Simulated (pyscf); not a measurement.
Single points on ωB97X-D3(BJ)/def2-SVP structures (PySCF, gas phase). Correlated levels are frozen-core, on RHF or UHF. ΔMP2 is the change of the MP2 total energy from the triple- to the quadruple-zeta basis.

SMILES: CCB(F)F
```xyz
10

C     -1.2957    -0.5671    -0.5077
C      0.0958    -0.5691     0.1299
B      1.1596    -1.4584    -0.6012
F      0.8608    -2.1889    -1.6697
F      2.4188    -1.5265    -0.1815
H     -1.2605    -0.1890    -1.5416
H     -1.7174    -1.5837    -0.5494
H     -2.0001     0.0647     0.0554
H      0.5092     0.4540     0.1940
H      0.0528    -0.9135     1.1799
```
Charge 0, spin multiplicity 1.

Task: How much does it cost (ΔH, 298 K, CCSD(T)/def2-TZVPP + ΔMP2(QZVPP)) to split H₃C–CH₂–B(F)–F (SMILES CCB(F)F) at its B–C bond into •H₂C–CH₃ + [F–B–F]•?

Result: B–C to •H₂C–CH₃ + [F–B–F]•: 105.5 kcal/mol. The radicals are drawn with the spin at the cut bond; how far it spreads was not checked. Other isomers of •H₂C–CH₃ were not searched in full and may lie lower. The CCSD(T) − MP2 part came from Ansatz, without density fitting, on the same reference.
